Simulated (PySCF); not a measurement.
SiOF2, optimised at B3LYP/6-31G*:

```xyz
4

O     -0.1482     0.7304    -1.5299
Si     0.2888    -0.0637    -0.3154
F     -0.0625    -1.5692     0.0317
F      1.1972     0.4294     0.8854
```

Energies from PySCF (xtb for GFN2), thermal terms from the rigid-rotor harmonic-oscillator model, ideal gas at 1 bar. 6-31G* has spherical d functions here. All species are closed-shell singlets. B3LYP is the form with VWN-RPA correlation. SiOF2: computed as isolated molecules; such fragments, hydroxides, amides, oligomers or adducts are transient or little studied in the gas.

**Question.** List the harmonic frequencies (cm⁻¹, unscaled) at this level and at the other levels, each on its own geometry.

**Answer.** 
- B3LYP/6-31G*: 337, 342, 347, 828, 1012, 1331
- GFN2-xTB: 264, 282, 330, 842, 943, 1510
- HF/6-31G*: 376, 380, 409, 904, 1086, 1462
- PBE/def2-SVP: 303, 325, 333, 784, 955, 1278
- PBE0/def2-TZVP: 336, 349, 367, 838, 1006, 1346
